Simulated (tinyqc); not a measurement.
Worked calculation (part 1 of 2): UHF in the sto-3g basis, for H2O, spin multiplicity 1. Computed by tinyqc, a small Python program that keeps every step (integrals from PySCF). Settings: charge = 0, multiplicity = 1, basis = sto-3g, energy threshold = 1e-09, iteration cap = 60, orthogonalisation = canonical, start = Wolfsberg-Helmholz matrix, DIIS depth = 0, damping = 0.3, method = UHF, break = 0.4. Command: `OMP_NUM_THREADS=1 python tinyqc.py 24985 24986 out.jsonl` (the two numbers bound the seeds that draw the settings). One thread of a shared host (Intel(R) Xeon(R) Processor @ 2.60GHz), about 0.2 s of CPU time with the checks. Later iterations appear only in the table of the cycle.

## One-electron integrals

Geometry (angstrom):
```
atom,x,y,z
O,0.000000,0.000000,0.000000
H,0.000000,0.747000,0.646000
H,0.000000,-0.747000,0.646000
```

Basis sto-3g: exponents (1/bohr^2) and contraction coefficients of normalised primitives:
```
element,l (shell),exponent,coefficient
O,s (1),130.709320,0.154329
O,s (1),23.808861,0.535328
O,s (1),6.443608,0.444635
O,s (2),5.033151,-0.099967
O,s (2),1.169596,0.399513
O,s (2),0.380389,0.700115
O,p (3),5.033151,0.155916
O,p (3),1.169596,0.607684
O,p (3),0.380389,0.391957
H,s (1),3.425251,0.154329
H,s (1),0.623914,0.535328
H,s (1),0.168855,0.444635
```

Overlap, kinetic and nuclear-attraction integrals over the contracted functions; the nuclear repulsion is the sum of Za Zb / Rab.

nuclear repulsion = 8.92747035 hartree

overlap S:
```
,1O 1s,1O 2s,1O 2px,1O 2py,1O 2pz,2H 1s,3H 1s
1O 1s,1.000000,0.236704,0.000000,0.000000,0.000000,0.050216,0.050216
1O 2s,0.236704,1.000000,0.000000,0.000000,0.000000,0.455080,0.455080
1O 2px,0.000000,0.000000,1.000000,0.000000,0.000000,0.000000,0.000000
1O 2py,0.000000,0.000000,0.000000,1.000000,0.000000,0.289468,-0.289468
1O 2pz,0.000000,0.000000,0.000000,0.000000,1.000000,0.250330,0.250330
2H 1s,0.050216,0.455080,0.000000,0.289468,0.250330,1.000000,0.259000
3H 1s,0.050216,0.455080,0.000000,-0.289468,0.250330,0.259000,1.000000
```

kinetic energy T (hartree):
```
,1O 1s,1O 2s,1O 2px,1O 2py,1O 2pz,2H 1s,3H 1s
1O 1s,29.003200,-0.168011,0.000000,0.000000,0.000000,-0.004444,-0.004444
1O 2s,-0.168011,0.808128,0.000000,0.000000,0.000000,0.114503,0.114503
1O 2px,0.000000,0.000000,2.528731,0.000000,0.000000,0.000000,0.000000
1O 2py,0.000000,0.000000,0.000000,2.528731,0.000000,0.197732,-0.197732
1O 2pz,0.000000,0.000000,0.000000,0.000000,2.528731,0.170998,0.170998
2H 1s,-0.004444,0.114503,0.000000,0.197732,0.170998,0.760032,0.010156
3H 1s,-0.004444,0.114503,0.000000,-0.197732,0.170998,0.010156,0.760032
```

nuclear attraction V (hartree):
```
,1O 1s,1O 2s,1O 2px,1O 2py,1O 2pz,2H 1s,3H 1s
1O 1s,-61.690113,-7.436745,0.000000,0.000000,-0.019078,-1.621804,-1.621804
1O 2s,-7.436745,-10.111876,0.000000,0.000000,-0.226775,-3.669871,-3.669871
1O 2px,0.000000,0.000000,-9.960950,0.000000,0.000000,0.000000,0.000000
1O 2py,0.000000,0.000000,0.000000,-10.094209,0.000000,-2.068550,2.068550
1O 2pz,-0.019078,-0.226775,0.000000,0.000000,-10.060610,-1.864578,-1.864578
2H 1s,-1.621804,-3.669871,0.000000,-2.068550,-1.864578,-5.727657,-1.616324
3H 1s,-1.621804,-3.669871,0.000000,2.068550,-1.864578,-1.616324,-5.727657
```

core Hamiltonian H = T + V (hartree):
```
,1O 1s,1O 2s,1O 2px,1O 2py,1O 2pz,2H 1s,3H 1s
1O 1s,-32.686914,-7.604756,0.000000,0.000000,-0.019078,-1.626248,-1.626248
1O 2s,-7.604756,-9.303748,0.000000,0.000000,-0.226775,-3.555368,-3.555368
1O 2px,0.000000,0.000000,-7.432219,0.000000,0.000000,0.000000,0.000000
1O 2py,0.000000,0.000000,0.000000,-7.565478,0.000000,-1.870818,1.870818
1O 2pz,-0.019078,-0.226775,0.000000,0.000000,-7.531879,-1.693581,-1.693581
2H 1s,-1.626248,-3.555368,0.000000,-1.870818,-1.693581,-4.967625,-1.606168
3H 1s,-1.626248,-3.555368,0.000000,1.870818,-1.693581,-1.606168,-4.967625
```

## Two-electron integrals

Functions are numbered as in S; the eight-fold symmetry (ij|kl) = (ji|kl) = (kl|ij) leaves the list below.

Two-electron integrals (ij|kl) in chemists' order, unique and non-zero (hartree):
```
i,j,k,l,(ij|kl)
1,1,1,1,4.785065
2,1,1,1,0.741380
2,1,2,1,0.136873
2,2,1,1,1.118947
2,2,2,1,0.256633
2,2,2,2,0.817206
3,1,3,1,0.024477
3,2,3,1,0.037809
3,2,3,2,0.180518
3,3,1,1,1.115814
3,3,2,1,0.256684
3,3,2,2,0.817023
3,3,3,3,0.880159
4,1,4,1,0.024477
4,2,4,1,0.037809
4,2,4,2,0.180518
4,3,4,3,0.047444
4,4,1,1,1.115814
4,4,2,1,0.256684
4,4,2,2,0.817023
4,4,3,3,0.785270
4,4,4,4,0.880159
5,1,5,1,0.024477
5,2,5,1,0.037809
5,2,5,2,0.180518
5,3,5,3,0.047444
5,4,5,4,0.047444
5,5,1,1,1.115814
5,5,2,1,0.256684
5,5,2,2,0.817023
5,5,3,3,0.785270
5,5,4,4,0.785270
5,5,5,5,0.880159
6,1,1,1,0.159678
6,1,2,1,0.029226
6,1,2,2,0.054427
6,1,3,3,0.054323
6,1,4,1,0.001020
6,1,4,2,0.001906
6,1,4,4,0.054506
6,1,5,1,0.000882
6,1,5,2,0.001648
6,1,5,4,0.000158
6,1,5,5,0.054460
6,1,6,1,0.006322
6,2,1,1,0.382918
6,2,2,1,0.088899
6,2,2,2,0.312776
6,2,3,3,0.307509
6,2,4,1,0.005041
6,2,4,2,0.038280
6,2,4,4,0.316380
6,2,5,1,0.004359
6,2,5,2,0.033104
6,2,5,4,0.007671
6,2,5,5,0.314143
6,2,6,1,0.019343
6,2,6,2,0.147393
6,3,3,1,0.009369
6,3,3,2,0.054295
6,3,4,3,0.007983
6,3,5,3,0.006903
6,3,6,3,0.021169
6,4,1,1,0.206779
6,4,2,1,0.048634
6,4,2,2,0.182730
6,4,3,3,0.174412
6,4,4,1,0.011789
6,4,4,2,0.075514
6,4,4,4,0.195404
6,4,5,1,0.002093
6,4,5,2,0.018350
6,4,5,4,0.011250
6,4,5,5,0.178172
6,4,6,1,0.011056
6,4,6,2,0.104593
6,4,6,4,0.094546
6,5,1,1,0.178821
6,5,2,1,0.042058
6,5,2,2,0.158024
6,5,3,3,0.150830
6,5,4,1,0.002093
6,5,4,2,0.018350
6,5,4,4,0.155177
6,5,5,1,0.011179
6,5,5,2,0.070164
6,5,5,4,0.011742
6,5,5,5,0.167888
6,5,6,1,0.009561
6,5,6,2,0.090451
6,5,6,4,0.063456
6,5,6,5,0.076045
6,6,1,1,0.517892
6,6,2,1,0.122192
6,6,2,2,0.492467
6,6,3,3,0.472478
6,6,4,1,0.009092
6,6,4,2,0.094730
6,6,4,4,0.506438
6,6,5,1,0.007863
6,6,5,2,0.081922
6,6,5,4,0.029369
6,6,5,5,0.497876
6,6,6,1,0.026834
6,6,6,2,0.290216
6,6,6,4,0.235171
6,6,6,5,0.203374
6,6,6,6,0.774606
7,1,1,1,0.159678
7,1,2,1,0.029226
7,1,2,2,0.054427
7,1,3,3,0.054323
7,1,4,1,-0.001020
7,1,4,2,-0.001906
7,1,4,4,0.054506
7,1,5,1,0.000882
7,1,5,2,0.001648
7,1,5,4,-0.000158
7,1,5,5,0.054460
7,1,6,1,0.006231
7,1,6,2,0.018781
7,1,6,4,0.009792
7,1,6,5,0.009290
7,1,6,6,0.025776
7,1,7,1,0.006322
7,2,1,1,0.382918
7,2,2,1,0.088899
7,2,2,2,0.312776
7,2,3,3,0.307509
7,2,4,1,-0.005041
7,2,4,2,-0.038280
7,2,4,4,0.316380
7,2,5,1,0.004359
7,2,5,2,0.033104
7,2,5,4,-0.007671
7,2,5,5,0.314143
7,2,6,1,0.018781
7,2,6,2,0.121565
7,2,6,4,0.059161
7,2,6,5,0.072665
7,2,6,6,0.198880
7,2,7,1,0.019343
7,2,7,2,0.147393
7,3,3,1,0.009369
7,3,3,2,0.054295
7,3,4,3,-0.007983
7,3,5,3,0.006903
7,3,6,3,0.016952
7,3,7,3,0.021169
7,4,1,1,-0.206779
7,4,2,1,-0.048634
7,4,2,2,-0.182730
7,4,3,3,-0.174412
7,4,4,1,0.011789
7,4,4,2,0.075514
7,4,4,4,-0.195404
7,4,5,1,-0.002093
7,4,5,2,-0.018350
7,4,5,4,0.011250
7,4,5,5,-0.178172
7,4,6,1,-0.009792
7,4,6,2,-0.059161
7,4,6,4,-0.012253
7,4,6,5,-0.034544
7,4,6,6,-0.084915
7,4,7,1,-0.011056
7,4,7,2,-0.104593
7,4,7,4,0.094546
7,5,1,1,0.178821
7,5,2,1,0.042058
7,5,2,2,0.158024
7,5,3,3,0.150830
7,5,4,1,-0.002093
7,5,4,2,-0.018350
7,5,4,4,0.155177
7,5,5,1,0.011179
7,5,5,2,0.070164
7,5,5,4,-0.011742
7,5,5,5,0.167888
7,5,6,1,0.009290
7,5,6,2,0.072665
7,5,6,4,0.034544
7,5,6,5,0.059727
7,5,6,6,0.130563
7,5,7,1,0.009561
7,5,7,2,0.090451
7,5,7,4,-0.063456
7,5,7,5,0.076045
7,6,1,1,0.159321
7,6,2,1,0.037347
7,6,2,2,0.142976
7,6,3,3,0.139462
7,6,4,4,0.142017
7,6,5,1,0.002851
7,6,5,2,0.025858
7,6,5,5,0.147294
7,6,6,1,0.008057
7,6,6,2,0.067680
7,6,6,4,0.041324
7,6,6,5,0.046684
7,6,6,6,0.139109
7,6,7,1,0.008057
7,6,7,2,0.067680
7,6,7,4,-0.041324
7,6,7,5,0.046684
7,6,7,6,0.038125
7,7,1,1,0.517892
7,7,2,1,0.122192
7,7,2,2,0.492467
7,7,3,3,0.472478
7,7,4,1,-0.009092
7,7,4,2,-0.094730
7,7,4,4,0.506438
7,7,5,1,0.007863
7,7,5,2,0.081922
7,7,5,4,-0.029369
7,7,5,5,0.497876
7,7,6,1,0.025776
7,7,6,2,0.198880
7,7,6,4,0.084915
7,7,6,5,0.130563
7,7,6,6,0.347051
7,7,7,1,0.026834
7,7,7,2,0.290216
7,7,7,4,-0.235171
7,7,7,5,0.203374
7,7,7,6,0.139109
7,7,7,7,0.774606
```

## Orthogonalisation

S = U s U^T; canonical form X = U s^(-1/2), so that X^T S X = 1. Each column of U has its largest component positive (the first on a tie).

eigenvalues of S: 0.362074  0.441136  0.880984  1.000000  1.101098  1.299864  1.914844

X:
```
,1,2,3,4,5,6,7
1O 1s,-0.310799,0.000000,0.752172,0.000000,-0.620723,0.000000,0.148713
1O 2s,1.143327,0.000000,-0.312539,0.000000,-0.318593,0.000000,0.414431
1O 2px,0.000000,0.000000,0.000000,1.000000,0.000000,0.000000,0.000000
1O 2py,0.000000,0.889709,0.000000,0.000000,0.000000,0.707581,0.000000
1O 2pz,0.565483,0.000000,0.650967,0.000000,0.624189,0.000000,0.206804
2H 1s,-0.720522,-0.858863,-0.154747,0.000000,0.126042,0.366497,0.377888
3H 1s,-0.720522,0.858863,-0.154747,0.000000,0.126042,-0.366497,0.377888
```

## Starting guess

The start is the generalised Wolfsberg-Helmholz matrix (K = 1.75) built on H, with HOMO and LUMO mixed by +/-0.4 rad for the two spins; D(s) = C_occ C_occ^T for each spin.

D(alpha) at the start:
```
,1O 1s,1O 2s,1O 2px,1O 2py,1O 2pz,2H 1s,3H 1s
1O 1s,1.031234,-0.124903,0.000000,0.000000,0.059467,-0.070140,-0.070140
1O 2s,-0.124903,0.575499,0.000000,0.000000,-0.217146,0.173559,0.173559
1O 2px,0.000000,0.000000,0.848353,-0.273916,0.000000,0.325248,-0.325248
1O 2py,0.000000,0.000000,-0.273916,0.797487,0.000000,0.082676,-0.082676
1O 2pz,0.059467,-0.217146,0.000000,0.000000,0.904483,0.061704,0.061704
2H 1s,-0.070140,0.173559,0.325248,0.082676,0.061704,0.247567,-0.101194
3H 1s,-0.070140,0.173559,-0.325248,-0.082676,0.061704,-0.101194,0.247567
```

D(beta) at the start:
```
,1O 1s,1O 2s,1O 2px,1O 2py,1O 2pz,2H 1s,3H 1s
1O 1s,1.031234,-0.124903,0.000000,0.000000,0.059467,-0.070140,-0.070140
1O 2s,-0.124903,0.575499,0.000000,0.000000,-0.217146,0.173559,0.173559
1O 2px,0.000000,0.000000,0.848353,0.273916,0.000000,-0.325248,0.325248
1O 2py,0.000000,0.000000,0.273916,0.797487,0.000000,0.082676,-0.082676
1O 2pz,0.059467,-0.217146,0.000000,0.000000,0.904483,0.061704,0.061704
2H 1s,-0.070140,0.173559,-0.325248,0.082676,0.061704,0.247567,-0.101194
3H 1s,-0.070140,0.173559,0.325248,-0.082676,0.061704,-0.101194,0.247567
```

## Iteration 1: building the Fock matrix

J_ij = sum D_kl (ij|kl) with D = D(alpha) + D(beta), K_ij = sum D_kl (ik|jl) for each spin; F = H + J - K(s); E = tr D H + tr D J / 2 - 0.5 sum_s tr D(s) K(s) + E_nn.

Coulomb J (hartree):
```
,1O 1s,1O 2s,1O 2px,1O 2py,1O 2pz,2H 1s,3H 1s
1O 1s,17.593394,3.331178,0.000000,0.000000,-0.007924,0.711056,0.711056
1O 2s,3.331178,8.319929,0.000000,0.000000,0.014668,3.157485,3.157485
1O 2px,0.000000,0.000000,8.277592,0.000000,0.000000,0.000000,0.000000
1O 2py,0.000000,0.000000,0.000000,8.328779,0.000000,1.836056,-1.836056
1O 2pz,-0.007924,0.014668,0.000000,0.000000,8.330266,1.598842,1.598842
2H 1s,0.711056,3.157485,0.000000,1.836056,1.598842,5.026808,1.444458
3H 1s,0.711056,3.157485,0.000000,-1.836056,1.598842,1.444458,5.026808
```

exchange K(alpha) (hartree):
```
,1O 1s,1O 2s,1O 2px,1O 2py,1O 2pz,2H 1s,3H 1s
1O 1s,4.868432,0.851399,0.000000,0.000000,0.005151,0.186238,0.186238
1O 2s,0.851399,1.269126,0.000000,0.000000,-0.057458,0.556116,0.556116
1O 2px,0.000000,0.000000,0.993580,-0.109446,0.000000,0.059724,-0.059724
1O 2py,0.000000,0.000000,-0.109446,1.070571,0.000000,0.308478,-0.308478
1O 2pz,0.005151,-0.057458,0.000000,0.000000,1.110320,0.248261,0.248261
2H 1s,0.186238,0.556116,0.059724,0.308478,0.248261,0.565808,0.232222
3H 1s,0.186238,0.556116,-0.059724,-0.308478,0.248261,0.232222,0.565808
```

exchange K(beta) (hartree):
```
,1O 1s,1O 2s,1O 2px,1O 2py,1O 2pz,2H 1s,3H 1s
1O 1s,4.868432,0.851399,0.000000,0.000000,0.005151,0.186238,0.186238
1O 2s,0.851399,1.269126,0.000000,0.000000,-0.057458,0.556116,0.556116
1O 2px,0.000000,0.000000,0.993580,0.109446,0.000000,-0.059724,0.059724
1O 2py,0.000000,0.000000,0.109446,1.070571,0.000000,0.308478,-0.308478
1O 2pz,0.005151,-0.057458,0.000000,0.000000,1.110320,0.248261,0.248261
2H 1s,0.186238,0.556116,-0.059724,0.308478,0.248261,0.565808,0.232222
3H 1s,0.186238,0.556116,0.059724,-0.308478,0.248261,0.232222,0.565808
```

F(alpha) (hartree):
```
,1O 1s,1O 2s,1O 2px,1O 2py,1O 2pz,2H 1s,3H 1s
1O 1s,-19.961951,-5.124978,0.000000,0.000000,-0.032153,-1.101429,-1.101429
1O 2s,-5.124978,-2.252946,0.000000,0.000000,-0.154649,-0.954000,-0.954000
1O 2px,0.000000,0.000000,-0.148206,0.109446,0.000000,-0.059724,0.059724
1O 2py,0.000000,0.000000,0.109446,-0.307270,0.000000,-0.343239,0.343239
1O 2pz,-0.032153,-0.154649,0.000000,0.000000,-0.311933,-0.343000,-0.343000
2H 1s,-1.101429,-0.954000,-0.059724,-0.343239,-0.343000,-0.506625,-0.393932
3H 1s,-1.101429,-0.954000,0.059724,0.343239,-0.343000,-0.393932,-0.506625
```

F(beta) (hartree):
```
,1O 1s,1O 2s,1O 2px,1O 2py,1O 2pz,2H 1s,3H 1s
1O 1s,-19.961951,-5.124978,0.000000,0.000000,-0.032153,-1.101429,-1.101429
1O 2s,-5.124978,-2.252946,0.000000,0.000000,-0.154649,-0.954000,-0.954000
1O 2px,0.000000,0.000000,-0.148206,-0.109446,0.000000,0.059724,-0.059724
1O 2py,0.000000,0.000000,-0.109446,-0.307270,0.000000,-0.343239,0.343239
1O 2pz,-0.032153,-0.154649,0.000000,0.000000,-0.311933,-0.343000,-0.343000
2H 1s,-1.101429,-0.954000,0.059724,-0.343239,-0.343000,-0.506625,-0.393932
3H 1s,-1.101429,-0.954000,-0.059724,0.343239,-0.343000,-0.393932,-0.506625
```

total energy of this density = -74.52457657 hartree

This density is the starting one.

## Iteration 1: diagonalisation and new density

Diagonalise F' = X^T F X, C = X C', fill 5 alpha and 5 beta electrons from the bottom; D(s) = C_occ C_occ^T; the new density keeps 0.3 of the old one (damping). Each column has its largest component positive (the first on a tie).

F' = X^T F X (alpha) (hartree):
```
,1,2,3,4,5,6,7
1,0.261508,0.000000,1.533477,0.000000,-1.264497,0.000000,0.220116
2,0.000000,0.639644,0.000000,0.199965,0.000000,0.070845,0.000000
3,1.533477,0.000000,-8.781610,0.000000,8.868752,0.000000,-3.651493
4,0.000000,0.199965,0.000000,-0.148206,0.000000,0.033665,0.000000
5,-1.264497,0.000000,8.868752,0.000000,-9.620714,0.000000,3.972395
6,0.000000,0.070845,0.000000,0.033665,0.000000,-0.540159,0.000000
7,0.220116,0.000000,-3.651493,0.000000,3.972395,0.000000,-2.711588
```

orbital energies (alpha) (hartree): MO1 -19.972114, MO2 -1.129960, MO3 -0.545690, MO4 -0.342413, MO5 -0.195302, MO6 0.592084, MO7 0.692270

coefficients C (alpha):
```
,MO1,MO2,MO3,MO4,MO5,MO6,MO7
1O 1s,0.993709,-0.217997,0.000000,0.113711,0.000000,-0.147853,0.000000
1O 2s,0.028157,0.751288,0.000000,-0.534048,0.000000,0.909779,0.000000
1O 2px,0.000000,0.000000,-0.059513,0.000000,0.970566,0.000000,0.233366
1O 2py,0.000000,0.000000,0.661372,0.000000,-0.177613,0.000000,0.907356
1O 2pz,0.004851,0.165173,0.000000,0.810125,0.000000,0.701642,0.000000
2H 1s,-0.006341,0.215670,0.407952,0.201386,0.219933,-0.784012,-0.810661
3H 1s,-0.006341,0.215670,-0.407952,0.201386,-0.219933,-0.784012,0.810661
```

F' = X^T F X (beta) (hartree):
```
,1,2,3,4,5,6,7
1,0.261508,0.000000,1.533477,0.000000,-1.264497,0.000000,0.220116
2,0.000000,0.639644,0.000000,-0.199965,0.000000,0.070845,0.000000
3,1.533477,0.000000,-8.781610,0.000000,8.868752,0.000000,-3.651493
4,0.000000,-0.199965,0.000000,-0.148206,0.000000,-0.033665,0.000000
5,-1.264497,0.000000,8.868752,0.000000,-9.620714,0.000000,3.972395
6,0.000000,0.070845,0.000000,-0.033665,0.000000,-0.540159,0.000000
7,0.220116,0.000000,-3.651493,0.000000,3.972395,0.000000,-2.711588
```

orbital energies (beta) (hartree): MO1 -19.972114, MO2 -1.129960, MO3 -0.545690, MO4 -0.342413, MO5 -0.195302, MO6 0.592084, MO7 0.692270

coefficients C (beta):
```
,MO1,MO2,MO3,MO4,MO5,MO6,MO7
1O 1s,0.993709,-0.217997,0.000000,0.113711,0.000000,-0.147853,0.000000
1O 2s,0.028157,0.751288,0.000000,-0.534048,0.000000,0.909779,0.000000
1O 2px,0.000000,0.000000,0.059513,0.000000,0.970566,0.000000,-0.233366
1O 2py,0.000000,0.000000,0.661372,0.000000,0.177613,0.000000,0.907356
1O 2pz,0.004851,0.165173,0.000000,0.810125,0.000000,0.701642,0.000000
2H 1s,-0.006341,0.215670,0.407952,0.201386,-0.219933,-0.784012,-0.810661
3H 1s,-0.006341,0.215670,-0.407952,0.201386,0.219933,-0.784012,0.810661
```

D(alpha) after iteration 1:
```
,1O 1s,1O 2s,1O 2px,1O 2py,1O 2pz,2H 1s,3H 1s
1O 1s,1.042908,-0.175039,0.000000,0.000000,0.060493,-0.042334,-0.042334
1O 2s,-0.175039,0.767954,0.000000,0.000000,-0.281035,0.090079,0.090079
1O 2px,0.000000,0.000000,0.916384,-0.230397,0.000000,0.230001,-0.230001
1O 2py,0.000000,0.000000,-0.230397,0.567518,0.000000,0.186324,-0.186324
1O 2pz,0.060493,-0.281035,0.000000,0.000000,0.749871,0.157629,0.157629
2H 1s,-0.042334,0.090079,0.230001,0.186324,0.157629,0.285604,-0.119737
3H 1s,-0.042334,0.090079,-0.230001,-0.186324,0.157629,-0.119737,0.285604
```

D(beta) after iteration 1:
```
,1O 1s,1O 2s,1O 2px,1O 2py,1O 2pz,2H 1s,3H 1s
1O 1s,1.042908,-0.175039,0.000000,0.000000,0.060493,-0.042334,-0.042334
1O 2s,-0.175039,0.767954,0.000000,0.000000,-0.281035,0.090079,0.090079
1O 2px,0.000000,0.000000,0.916384,0.230397,0.000000,-0.230001,0.230001
1O 2py,0.000000,0.000000,0.230397,0.567518,0.000000,0.186324,-0.186324
1O 2pz,0.060493,-0.281035,0.000000,0.000000,0.749871,0.157629,0.157629
2H 1s,-0.042334,0.090079,-0.230001,0.186324,0.157629,0.285604,-0.119737
3H 1s,-0.042334,0.090079,0.230001,-0.186324,0.157629,-0.119737,0.285604
```

## Iteration 2: building the Fock matrix

As before.

Coulomb J (hartree):
```
,1O 1s,1O 2s,1O 2px,1O 2py,1O 2pz,2H 1s,3H 1s
1O 1s,17.436161,3.292866,0.000000,0.000000,-0.008902,0.702884,0.702884
1O 2s,3.292866,8.232211,0.000000,0.000000,0.026555,3.136825,3.136825
1O 2px,0.000000,0.000000,8.211030,0.000000,0.000000,0.000000,0.000000
1O 2py,0.000000,0.000000,0.000000,8.225498,0.000000,1.826351,-1.826351
1O 2pz,-0.008902,0.026555,0.000000,0.000000,8.236541,1.597054,1.597054
2H 1s,0.702884,3.136825,0.000000,1.826351,1.597054,5.038828,1.442254
3H 1s,0.702884,3.136825,0.000000,-1.826351,1.597054,1.442254,5.038828
```

exchange K(alpha) (hartree):
```
,1O 1s,1O 2s,1O 2px,1O 2py,1O 2pz,2H 1s,3H 1s
1O 1s,4.877557,0.836872,0.000000,0.000000,0.003645,0.185252,0.185252
1O 2s,0.836872,1.285846,0.000000,0.000000,-0.066908,0.551961,0.551961
1O 2px,0.000000,0.000000,1.056300,-0.107953,0.000000,0.035541,-0.035541
1O 2py,0.000000,0.000000,-0.107953,0.964362,0.000000,0.318840,-0.318840
1O 2pz,0.003645,-0.066908,0.000000,0.000000,1.048460,0.267166,0.267166
2H 1s,0.185252,0.551961,0.035541,0.318840,0.267166,0.604809,0.225063
3H 1s,0.185252,0.551961,-0.035541,-0.318840,0.267166,0.225063,0.604809
```

exchange K(beta) (hartree):
```
,1O 1s,1O 2s,1O 2px,1O 2py,1O 2pz,2H 1s,3H 1s
1O 1s,4.877557,0.836872,0.000000,0.000000,0.003645,0.185252,0.185252
1O 2s,0.836872,1.285846,0.000000,0.000000,-0.066908,0.551961,0.551961
1O 2px,0.000000,0.000000,1.056300,0.107953,0.000000,-0.035541,0.035541
1O 2py,0.000000,0.000000,0.107953,0.964362,0.000000,0.318840,-0.318840
1O 2pz,0.003645,-0.066908,0.000000,0.000000,1.048460,0.267166,0.267166
2H 1s,0.185252,0.551961,-0.035541,0.318840,0.267166,0.604809,0.225063
3H 1s,0.185252,0.551961,0.035541,-0.318840,0.267166,0.225063,0.604809
```

F(alpha) (hartree):
```
,1O 1s,1O 2s,1O 2px,1O 2py,1O 2pz,2H 1s,3H 1s
1O 1s,-20.128310,-5.148763,0.000000,0.000000,-0.031625,-1.108616,-1.108616
1O 2s,-5.148763,-2.357383,0.000000,0.000000,-0.133313,-0.970504,-0.970504
1O 2px,0.000000,0.000000,-0.277489,0.107953,0.000000,-0.035541,0.035541
1O 2py,0.000000,0.000000,0.107953,-0.304342,0.000000,-0.363307,0.363307
1O 2pz,-0.031625,-0.133313,0.000000,0.000000,-0.343799,-0.363692,-0.363692
2H 1s,-1.108616,-0.970504,-0.035541,-0.363307,-0.363692,-0.533606,-0.388977
3H 1s,-1.108616,-0.970504,0.035541,0.363307,-0.363692,-0.388977,-0.533606
```

F(beta) (hartree):
```
,1O 1s,1O 2s,1O 2px,1O 2py,1O 2pz,2H 1s,3H 1s
1O 1s,-20.128310,-5.148763,0.000000,0.000000,-0.031625,-1.108616,-1.108616
1O 2s,-5.148763,-2.357383,0.000000,0.000000,-0.133313,-0.970504,-0.970504
1O 2px,0.000000,0.000000,-0.277489,-0.107953,0.000000,0.035541,-0.035541
1O 2py,0.000000,0.000000,-0.107953,-0.304342,0.000000,-0.363307,0.363307
1O 2pz,-0.031625,-0.133313,0.000000,0.000000,-0.343799,-0.363692,-0.363692
2H 1s,-1.108616,-0.970504,0.035541,-0.363307,-0.363692,-0.533606,-0.388977
3H 1s,-1.108616,-0.970504,-0.035541,0.363307,-0.363692,-0.388977,-0.533606
```

total energy of this density = -74.76209696 hartree

This density is a damped mixture and is not idempotent.
